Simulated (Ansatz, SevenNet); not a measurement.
# Elastic constant C11 of zinc-blende InP: levels of theory against measurement

Reference value: 101 GPa (measured, temperature not stated, no zero-point or thermal correction; as tabulated in Oses et al. (2018), arXiv:1811.08464).

| level (code) | value (GPa) | cell (Å³/atom) |
|---|---|---|
| SevenNet-l3i5 (SevenNet) | 106 | 26.39 |
| LDA (Ansatz) | 101 | 24.73 |
| PBE (Ansatz) | ? | 26.45 |
| LC-ωPBE (Ansatz) | 125 | 24.44 |
| Hartree–Fock (Ansatz) | 115 | 26.72 |

Problem. Complete the blanks.

Solution. 
- PBE (Ansatz, a program for electronic structure), value (GPa): 87.0

Differences against the reference: SevenNet-l3i5 +5.0 %, LDA 0.0 %, PBE -13.9 %, LC-ωPBE +24 %, Hartree–Fock +13.9 %.

The reference's temperature isn't stated, so close values are not ranked against it.

The measured value isn't corrected to a static lattice, so vibrations enter the comparison. A static lattice is as a rule stiffer than a warm one, by over a tenth in soft solids.  Each level is taken at its own relaxed cell. K meshes differ between the levels. Ansatz's density-functional and Hartree–Fock values are scalar-relativistic unless marked +SOC, with PAW data made under PBE.

Machine-learned potentials (SevenNet-l3i5) are trained on DFT data, which may include these solids.

Differences are worked out from the printed values.
